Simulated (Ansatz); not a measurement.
Geometry optimisation, Ansatz 0.2.0, RKS B3LYP/def2-TZVP.

Input:

```yaml
crystal:
  periodic: [false, false, false]
  atoms:
    - { symbol: B, position_ang: [0.0, 0.0, 0.0] }
    - { symbol: C, position_ang: [0.0, 0.0, 1.6] }
    - { symbol: H, position_ang: [-0.9996, -0.3092, 1.9705] }
    - { symbol: H, position_ang: [0.7676, -0.7111, 1.9705] }
    - { symbol: H, position_ang: [0.232, 1.0203, 1.9705] }
    - { symbol: O, position_ang: [1.2211, 0.0, -0.705] }
    - { symbol: H, position_ang: [1.5209, -0.9519, -0.8599] }
    - { symbol: H, position_ang: [-1.0305, 0.0, -0.595] }
basis:
  gaussian: { orbitals: def2-TZVP }
hamiltonian:
  xc: b3lyp
relax:
  f_tol: 0.02
  max_steps: 40
```

Run as:

```bash
$ ansatz run input.yaml --threads 2 --pin off --max-ram 3072MiB --backend cpu --events-out ev --progress --plain --runs-dir out
```

**Question.** Where does it end, and by what steps?

**Answer.** The run converged. After 14 steps the energy has fallen by 0.757 eV; O6 moved furthest, 0.59 Å.

```json
{"step": "0", "energy less start (eV)": "0.0000", "largest force component (eV/Å)": "2.139", "accepted": "yes"}
{"step": "1", "energy less start (eV)": "-0.1053", "largest force component (eV/Å)": "1.236", "accepted": "yes"}
{"step": "2", "energy less start (eV)": "-0.1461", "largest force component (eV/Å)": "0.555", "accepted": "yes"}
{"step": "3", "energy less start (eV)": "-0.1994", "largest force component (eV/Å)": "0.592", "accepted": "yes"}
{"step": "4", "energy less start (eV)": "-0.4046", "largest force component (eV/Å)": "1.341", "accepted": "yes"}
{"step": "5", "energy less start (eV)": "-0.4059", "largest force component (eV/Å)": "2.775", "accepted": "yes"}
{"step": "6", "energy less start (eV)": "-0.7090", "largest force component (eV/Å)": "0.553", "accepted": "yes"}
{"step": "7", "energy less start (eV)": "-0.6235", "largest force component (eV/Å)": "1.955", "accepted": "no"}
{"step": "8", "energy less start (eV)": "-0.7424", "largest force component (eV/Å)": "0.253", "accepted": "yes"}
{"step": "9", "energy less start (eV)": "-0.7431", "largest force component (eV/Å)": "0.462", "accepted": "yes"}
{"step": "10", "energy less start (eV)": "-0.7513", "largest force component (eV/Å)": "0.249", "accepted": "yes"}
{"step": "11", "energy less start (eV)": "-0.7560", "largest force component (eV/Å)": "0.035", "accepted": "yes"}
{"step": "12", "energy less start (eV)": "-0.7567", "largest force component (eV/Å)": "0.108", "accepted": "yes"}
{"step": "13", "energy less start (eV)": "-0.7561", "largest force component (eV/Å)": "0.077", "accepted": "no"}
{"step": "14", "energy less start (eV)": "-0.7574", "largest force component (eV/Å)": "0.017", "accepted": "yes"}
```

```xyz
8
Properties=species:S:1:pos:R:3
B -0.054 0.011 -0.045
C 0.051 -0.039 1.520
H -0.819 -0.551 1.943
H 0.952 -0.527 1.903
H 0.018 0.977 1.928
O 0.905 -0.465 -0.880
H 1.666 -0.844 -0.426
H -1.007 0.486 -0.591
```

Time of the run: 20 s on 2 threads of Arm Neoverse V2, on a shared host, peak memory 0.18 GiB.
